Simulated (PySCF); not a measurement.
**C2H2: 4 charge schemes on one density**

Compound: C2H2.
Numbering: `[CH:1]#[CH:2]` (hydrogens: H3 on C1; H4 on C2)

Cartesian coordinates in Å at the PBE0-D3(BJ)/def2-TZVP level; atoms count from 1:
```
atom  x, y, z in Å
C1     0.4860    0.1430    0.6440
C2    -0.4670   -0.1552   -0.0160
H3     1.3337    0.4078    1.2314
H4    -1.3147   -0.4209   -0.6028
```

Density: PBE0/pcSseg-2 (PySCF); schemes: Mulliken, IAO, Hirshfeld and ESP-fitted. Geometry: PBE0-D3(BJ)/def2-TZVP; no solvent, vibrations or thermal averaging.

Task: Do the Mulliken, IAO, Hirshfeld and ESP-fitted schemes agree on where the charge is lowest?

Result: All schemes pick atoms of one kind: Mulliken C1 and C2 (-0.055); IAO C1 and C2 (-0.208); Hirshfeld C1 and C2 (-0.100); ESP-fitted C1 (-0.290).

Task: For which atoms does the sign change between the 4 schemes (beyond +0.03 e in one, beyond −0.03 e in another)?

Result: For none.

Task: At which atom do the 4 schemes differ most?

Result: At C1: from -0.290 (ESP-fitted) to -0.055 e (Mulliken), 0.235 e apart.

Task: Give the atomic charges in each scheme.

Result: In e:

```
atom             environment  Mulliken     IAO  Hirshfeld  ESP-fitted
  C1  terminal alkyne carbon    -0.055  -0.208     -0.100      -0.290
  C2  terminal alkyne carbon    -0.055  -0.208     -0.100      -0.288
  H3         alkyne hydrogen    +0.055  +0.208     +0.100      +0.289
  H4         alkyne hydrogen    +0.055  +0.208     +0.100      +0.289
```

Mean size of the charges over all atoms: ESP-fitted 0.289 e, IAO 0.208 e, Hirshfeld 0.100 e, Mulliken 0.055 e. Each set sums to the total charge, 0, to within 0.001 e. The ESP scheme is a least-squares fit of atom-centred charges to the potential on four shells outside the van der Waals surface, with the total charge fixed. The Mulliken scheme gives each basis function's population to the atom it is centred on and halves the overlap population of two atoms between them.

Task: Sum the charges by element.

Result: 
```json
{"element": "C", "atoms": "2", "Mulliken": "-0.110", "IAO": "-0.416", "Hirshfeld": "-0.199", "ESP-fitted": "-0.578"}
{"element": "H", "atoms": "2", "Mulliken": "+0.110", "IAO": "+0.416", "Hirshfeld": "+0.199", "ESP-fitted": "+0.578"}
```

Task: How many electrons does the ESP-fitted scheme count on C2?

Result: Z − q = 6 − (-0.288) = 6.288.
